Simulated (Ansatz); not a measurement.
## Worked example: correlation energy of HB–CH$_{2}$⁺, doublet

Geometry: that of the HB–CH2, singlet, kept fixed.

```xyz
5

B     0.0000    0.0000    0.7455
C     0.0000    0.0000   -0.6287
H     0.0000    0.0000    1.9208
H     0.0000    0.9159   -1.2126
H     0.0000   -0.9159   -1.2126
```

Basis cc-pVTZ; Ansatz 0.2.0. Only valence electrons are correlated (noble-gas cores frozen), which leaves 9 electrons in 100 orbitals. R marks a restricted (for open shells ROHF) determinant, U an unrestricted one.

Full CI isn't at hand for all of this; UCCSDT(Q) serves as the reference, and is uncertain by about the last step of the cluster series.

Runs differ by some tens of microhartree through their thresholds and, for an open shell, their frozen cores, so steps under 0.03 kcal/mol mean nothing.

```json
{"level": "UHF", "total energy (hartree)": "-63.959565"}
{"level": "UMP2", "total energy (hartree)": "-64.163251"}
{"level": "UCCSD", "total energy (hartree)": "-64.191150"}
{"level": "UCCSD(T)", "total energy (hartree)": "-64.198178"}
{"level": "UCCSDT", "total energy (hartree)": "-64.198960"}
{"level": "UCCSDT(Q)", "total energy (hartree)": "-64.199190"}
```

Problem. What is the correlation energy at UCCSDT(Q), and what share of it do UMP2 and UCCSD recover?

Solution. E(corr) = -64.199190 − (-63.959565) = -0.239625 hartree = -6.521 eV. UMP2: -0.203686 / -0.239625 = 85.00 %. UCCSD: -0.231585 / -0.239625 = 96.64 %.

Problem. By how many kcal/mol does UCCSD(T) miss UCCSDT(Q) (1 hartree = 627.509 kcal/mol), and which steps make up the rest?

Solution. -64.198178 − (-64.199190) = 0.001012 hartree = 0.64 kcal/mol. Steps: UCCSDT − UCCSD(T) = -0.49, UCCSDT(Q) − UCCSDT = -0.14 kcal/mol. That is within 1 kcal/mol of the reference in this basis, which itself misses far more of the correlation at the basis-set limit.
